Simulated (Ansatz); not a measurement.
Ansatz (a program for electronic structure) input (PBE/aug-cc-pVQZ):

Ansatz 0.2 input:
```yaml
crystal:
  periodic: [false, false, false]
  atoms:
    - {symbol: O, position_ang: [0.00702152, 0.00134342, 0.11666744]}
    - {symbol: H, position_ang: [-0.04995842, 0.75929218, -0.47415850]}
    - {symbol: H, position_ang: [-0.00621371, -0.77003954, -0.45918106]}
basis:
  gaussian:
    orbitals: aug-cc-pVQZ
hamiltonian:
  xc: {name: PBE}
magnetization: {spin_polarized: false}
```

Output:

```
Functional definition: PBE
integrals: 0.02 GiB planned
340 factors; their error is unknown
mean field: 0.43 GiB planned
mean field evaluation 1: about -2072.7599 eV, gradient 6.1e1 eV
mean field evaluation 2: about -2042.1591 eV, gradient 1.3e2 eV
mean field evaluation 4: about -2078.5808 eV, gradient 1.3e0 eV
mean field evaluation 8: about -2078.5796 eV, gradient 9.3e-3 eV
mean field -2078.57955041 eV, -76.3863895659 hartree, gradient 1.3e-5 eV, S^2 0.000000; 0 other end points of the search recorded, 0 dependent functions left out
reference -2078.57958937 eV, -76.3863909974 hartree; 5, 5 occupied and 167, 167 virtual orbitals, 340 factors
Total energy: -2078.57958937 eV, -76.3863909974 hartree
```
